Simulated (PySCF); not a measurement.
Bonds broken one at a time in the series HO-X. Isolated molecules, 0 K electronic values unless said otherwise. One relaxed conformer stands for each flexible species; it need not be the lowest. Strings in code marks are SMILES.

Calculation: B3LYP-D3(BJ)/def2-TZVP run with PySCF 2.14.0. B3LYP has the VWN-RPA correlation part, as in Gaussian. 

```tsv
species	dipole moment (D)	highest occupied spin orbital (eV)
radical fragment (`[OH]`)	1.77	-8.84
radical fragment (`CO[C]=O` (C–O–C–O torsion 0°))	–	-6.54
whole molecule (`O[SiH3]`)	1.36	–
radical fragment (`C[Si](C)O` (C–Si–O–H torsion 177°))	–	___
```

### Question
What belongs in the gaps?

### Answer

- radical fragment (`C[Si](C)O` (C–Si–O–H torsion 177°)), highest occupied spin orbital (eV): -4.98
